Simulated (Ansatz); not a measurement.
# ZrO, triplet: from triple and quadruple zeta to the limit

```yaml
atoms:
  - { symbol: Zr, position_ang: [0.3371, -0.4997, 0.3445] }
  - { symbol: O, position_ang: [-0.9868, -0.7599, -0.7279] }
```

Ansatz 0.2.0, UHF determinant, valence electrons correlated, core potentials past Kr. Energies in eV.

```csv
set,X,functions,Hartree–Fock,MP2 correlation,CCSD(T) correlation,time
def2-TZVPP,3,87,-3303.9541,-9.0160,-9.1153,9.5 s on 1 × NVIDIA H100 80GB HBM3 with 1 thread of AMD EPYC 7R13 Processor (Zen 3) (shared host)
def2-QZVPP,4,138,-3304.1105,-9.6019,-9.6702,"13 s on 1 × NVIDIA H100 80GB HBM3 with 1 thread of AMD EPYC 7R13 Processor (Zen 3), with other jobs on the host"
```

Hartree–Fock is taken to follow E(X) = E∞ + A·exp(−7.88·√X), correlation E(X) = E∞ + B·X^−2.97.

Cautions: no spin-orbit coupling; outer-core shells of the metal frozen; higher spins were not checked.

Question: Work out the CCSD(T) energy at the limit, and how far the shortcut misses it that extrapolates MP2 and adds CCSD(T) minus MP2 from the smaller set.

Answer: Hartree–Fock: E∞ = E4 + 0.1377·(E4 − E3) = -3304.1320. Correlation: E∞ = E4 + 0.7407·(E4 − E3) = -10.0812 for CCSD(T) and -10.0360 for MP2. The limit is -3314.2132 eV, 0.433 eV below def2-QZVPP. The shortcut gives a correlation energy of -10.0360 + (-0.0993) = -10.1353, 54 meV lower than the direct value.

The exponents were fitted on light atoms, and def2 sets of heavy atoms don't grow evenly, so the limit is rough here.
